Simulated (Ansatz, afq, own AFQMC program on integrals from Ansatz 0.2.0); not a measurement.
# Atomization energy of CH3Si, doublet

```yaml
atoms:
  - { symbol: Si, position_ang: [-0.0027, 0.0000, 0.4927] }
  - { symbol: C, position_ang: [0.0237, 0.0000, -1.3968] }
  - { symbol: H, position_ang: [0.6305, -1.2164, 1.0698] }
  - { symbol: H, position_ang: [0.6307, 1.2163, 1.0698] }
  - { symbol: H, position_ang: [-1.4681, 0.0001, 0.7752] }
```

Connectivity, by distances: SiH3–C.

Atoms in their ground-state spins without spin–orbit coupling (mostly on UHF) minus the molecule (ROHF), without zero-point energy. The geometry is a stationary point, not shown to be a minimum.

Basis cc-pVDZ. Noble-gas cores (and the filled d shells of Ga–Kr and In–Xe) are frozen. Integrals, coupled cluster, full CI and functionals: Ansatz 0.2.0; the random walks run on the same integrals in our own AFQMC program. ph-AFQMC/CISD is guided by a CISD state made of CCSD amplitudes; releasing the constraint for a short imaginary time cuts its bias at the price of noise, slowly where states lie close. Uncertainties: one standard error, sampling alone. The errors of all members are added in quadrature.

No full CI on the walks' own integrals is used here; CCSDT(Q) serves as the reference and is uncertain by about the last step of the cluster series. Each member takes its own surest rung, up to full CI.

Errors are counted within cc-pVDZ, not against nature.

Cautions: CH₃Si (doublet): another spin lies lower, a spin-contaminated unrestricted determinant lies lower (UHF 424 meV lower, ⟨S²⟩ 1.40).

Reference (CCSDT(Q)): 11.415 eV.

| level | atomization energy (eV) | error against CCSDT(Q) (eV) |
| --- | --- | --- |
| HF | 8.823 | -2.592 |
| MP2 | 11.077 | -0.338 |
| CCSD | 11.289 | -0.126 |
| CCSD(T) | 11.392 | -0.023 |
| CCSDT | 11.410 | -0.005 |
| ph-AFQMC/HF | 11.578 ± 0.027 | 0.163 ± 0.027 |
| ph-AFQMC/CISD | 11.412 ± 0.004 | -0.003 ± 0.004 |
| released AFQMC | 11.420 ± 0.006 | 0.005 ± 0.006 |

Correlation beyond CCSD(T) adds 0.023 eV. The perturbative (T) step is worth +0.103 eV.

A walk keeps the symmetry of its determinant, which the program's search chose and which needn't be the lowest solution, so a lower state of the same spin and another symmetry isn't excluded. Released energies are given only where the last usable release times agree within the noise; a slower fall can still hide under it.
